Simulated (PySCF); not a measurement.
C₃H₃ (SMILES [CH]1C=C1), doublet, at a GFN2-xTB geometry; MP2/6-31G (PySCF).

Here is a job for PySCF.
```python
from pyscf import gto, scf, mp

mol = gto.Mole()
mol.atom = '''
    C     0.011373    0.000430    0.891075
    C     0.062646   -0.660086   -0.417299
    C     0.042471    0.661450   -0.417679
    H    -0.793042   -0.011643    1.608887
    H     0.070983   -1.567004   -0.972284
    H     0.023123    1.567880   -0.973188
'''
mol.basis = '6-31g'
mol.charge = 0
mol.spin = 1
mol.verbose = 4
mol.build()

mf = scf.UHF(mol)
mf.kernel()

pt = mp.MP2(mf)
pt.kernel()
print('E(MP2) = %.10f' % pt.e_tot)
mf.analyze()
```

Problem. Write the output that PySCF gives for this input, abridged.

Solution. 
```
PySCF version 2.14.0

[INPUT] verbose = 4
[INPUT] num. atoms = 6
[INPUT] num. electrons = 21
[INPUT] charge = 0
[INPUT] spin (= nelec alpha-beta = 2S) = 1
[INPUT] symmetry False subgroup None
[INPUT] Mole.unit = angstrom
[INPUT] Symbol           X                Y                Z      unit          X                Y                Z       unit  Magmom
[...]
nuclear repulsion = 57.9583954442418
number of shells = 21
number of NR pGTOs = 78
number of NR cGTOs = 33
basis = 6-31g
ecp = {}

******** <class 'pyscf.scf.uhf.UHF'> ********
method = UHF
initial guess = minao
damping factor = 0
level_shift factor = 0
DIIS = <class 'pyscf.scf.diis.CDIIS'>
diis_start_cycle = 1
diis_space = 8
diis_damp = 0
SCF conv_tol = 1e-09
SCF conv_tol_grad = None
SCF max_cycles = 50
direct_scf = True
direct_scf_tol = 1e-13
number electrons alpha = 11  beta = 10
Set gradient conv threshold to 3.16228e-05
init E= -115.899985034441

cycle= 1 E= -115.083555095444  delta_E= 0.816  |g|= 0.213  |ddm|= 1.71
cycle= 2 E= -115.12403165092  delta_E= -0.0405  |g|= 0.0889  |ddm|= 0.49
cycle= 3 E= -115.130248165052  delta_E= -0.00622  |g|= 0.0339  |ddm|= 0.131
cycle= 4 E= -115.13228215087  delta_E= -0.00203  |g|= 0.0153  |ddm|= 0.0772
cycle= 5 E= -115.132856802593  delta_E= -0.000575  |g|= 0.00772  |ddm|= 0.0469
cycle= 6 E= -115.133020943932  delta_E= -0.000164  |g|= 0.00333  |ddm|= 0.0309
cycle= 7 E= -115.133049751278  delta_E= -2.88e-05  |g|= 0.00124  |ddm|= 0.0151
cycle= 8 E= -115.133054002627  delta_E= -4.25e-06  |g|= 0.000343  |ddm|= 0.00668
cycle= 9 E= -115.133054338565  delta_E= -3.36e-07  |g|= 8.92e-05  |ddm|= 0.00196
cycle= 10 E= -115.133054356953  delta_E= -1.84e-08  |g|= 2.02e-05  |ddm|= 0.000445
cycle= 11 E= -115.133054357756  delta_E= -8.03e-10  |g|= 7.24e-06  |ddm|= 7.68e-05
Extra cycle  E= -115.133054357836  delta_E= -7.99e-11  |g|= 4.47e-06  |ddm|= 1.79e-05
converged SCF energy = -115.133054357836  <S^2> = 0.75902866  2S+1 = 2.0090084

******** <class 'pyscf.mp.ump2.UMP2'> ********
nocc = (np.int64(11), np.int64(10)), nmo = (33, 33)
E(UMP2) = -115.383532605847  E_corr = -0.250478248011112
E(SCS-UMP2) = -115.38236468916  E_corr = -0.249310331324577
E_corr(same-spin) = -0.0591502687947211
E_corr(oppo-spin) = -0.191327979216391
E(MP2) = -115.3835326058
**** SCF Summaries ****
Total Energy =                        -115.133054357835803
Nuclear Repulsion Energy =              57.958395444241845
One-electron Energy =                 -268.626513769106282
Two-electron Energy =                   95.535063967028620
Two-electron Coulomb Energy =          112.063225279603031
DFT Exchange-Correlation Energy =      -16.528161312574412
**** MO energy ****
                             alpha | beta                alpha | beta
[...]
To work with the spin densities directly, `use mulliken_meta_spin()` only printing them here.

 ** Mulliken spin pop alpha/beta on meta-lowdin orthogonal AOs **
 ** Mulliken Spin Density (per AO)  **
spin_pop of  0 C 1s       -0.00000
spin_pop of  0 C 2s        0.15809
spin_pop of  0 C 3s        0.00273
spin_pop of  0 C 2px       0.54805
spin_pop of  0 C 2py       0.06562
spin_pop of  0 C 2pz       0.15958
spin_pop of  0 C 3px       0.00364
spin_pop of  0 C 3py       0.00006
spin_pop of  0 C 3pz       0.00214
spin_pop of  1 C 1s       -0.00000
spin_pop of  1 C 2s       -0.00358
spin_pop of  1 C 3s        0.00001
spin_pop of  1 C 2px       0.06237
spin_pop of  1 C 2py       0.00099
spin_pop of  1 C 2pz      -0.02819
spin_pop of  1 C 3px       0.00276
spin_pop of  1 C 3py      -0.00000
spin_pop of  1 C 3pz       0.00018
spin_pop of  2 C 1s       -0.00000
spin_pop of  2 C 2s       -0.00358
spin_pop of  2 C 3s        0.00001
spin_pop of  2 C 2px       0.06168
spin_pop of  2 C 2py       0.00168
spin_pop of  2 C 2pz      -0.02818
spin_pop of  2 C 3px       0.00274
spin_pop of  2 C 3py       0.00002
spin_pop of  2 C 3pz       0.00018
spin_pop of  3 H 1s        0.00557
spin_pop of  3 H 2s        0.00051
spin_pop of  4 H 1s       -0.00755
spin_pop of  4 H 2s        0.00001
spin_pop of  5 H 1s       -0.00755
spin_pop of  5 H 2s        0.00001
 ** Mulliken Spin Density (per atom)  **
spin density of  0 C =      0.93991
spin density of  1 C =      0.03455
spin density of  2 C =      0.03454
spin density of  3 H =      0.00608
spin density of  4 H =     -0.00754
spin density of  5 H =     -0.00754
 ** Mulliken pop alpha/beta on meta-lowdin orthogonal AOs **
 ** Mulliken pop       alpha | beta **
[...]
In total            11.00000 | 10.00000
 ** Mulliken atomic charges   ( Nelec_alpha | Nelec_beta ) **
charge of  0C =     -0.17317  (     3.55654      2.61663 )
charge of  1C =     -0.10780  (     3.07117      3.03663 )
charge of  2C =     -0.10780  (     3.07117      3.03663 )
charge of  3H =      0.10014  (     0.45297      0.44689 )
charge of  4H =      0.14431  (     0.42407      0.43161 )
charge of  5H =      0.14431  (     0.42407      0.43161 )
Dipole moment(X, Y, Z, Debye): -0.68396, -0.01077, -1.13954
```
